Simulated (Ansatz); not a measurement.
Born–Oppenheimer molecular dynamics of BH₅O₂ (8 atoms, charge 0, multiplicity 1). It starts at the highest image of a converged band. Of that band: The profile has 2 maxima (images 2, 4) with wells between them (image 3): this band takes more than one step, which may be the mechanism or a detour left from its start path. Neighbouring images differ by up to 1.3 eV, so the band resolves the path poorly. A vibrational analysis at the climbing image gives 2 clearly imaginary modes (337i, 49i cm⁻¹): a point of higher order. A lower path may pass nearby, or the ends, which weren't checked, may share the extra mode.

Computed with Ansatz, RKS r2SCAN-D4/def2-SVP.

```yaml
ensemble: NVE (velocity Verlet)
time_step: 0.5 fs
steps_asked: 200
starting_velocities_drawn_for: 100 K
seed: 11018
```

First frame:

```xyz
8
Properties=species:S:1:pos:R:3
B -0.069 0.012 0.043
H 0.371 -0.644 0.987
H 0.660 0.096 -0.935
O -1.485 -0.029 -0.184
H -1.799 -0.914 -0.391
O -0.024 1.600 0.673
H -0.883 1.912 0.326
H -0.172 1.498 1.626
```

**Question.** How far do the bonds stretch over the last three quarters of this one trajectory? (Pairs bonded in most of those frames.)

**Answer.** 
| bond | mean (Å) | spread (Å) | shortest | longest |
| --- | --- | --- | --- | --- |
| B1–H2 | 1.227 | 0.005 | 1.21 | 1.24 |
| B1–H3 | 1.214 | 0.008 | 1.20 | 1.23 |
| B1–O4 | 1.410 | 0.026 | 1.36 | 1.44 |
| B1–O6 | 1.849 | 0.151 | 1.71 | 2.19 |
| O4–H5 | 0.965 | 0.018 | 0.94 | 0.99 |
| O6–H7 | 0.974 | 0.012 | 0.96 | 1.00 |
| O6–H8 | 0.970 | 0.014 | 0.95 | 0.99 |

Pairs bonded in part of these frames only: B1–O6 66 %.

Mean temperature of the second half: 169 K. The conserved energy stayed within 0.14 meV per atom of its start (net change 0.08 meV per atom), so the integration is sound. The kinetic energy rose, since the run started high on the potential surface and went downhill. It ends in pieces (BH3O + H2O), so much of that is their flight and rotation, not heat. A run of 0.1 ps of so small a system gives no equilibrium averages. The orbitals stay closed-shell, which can raise the energy where a bond breaks towards radicals; this wasn't checked here.

The run took 8.2 min on 1 thread of Arm Neoverse V1, on a shared host, peak memory 0.11 GiB.
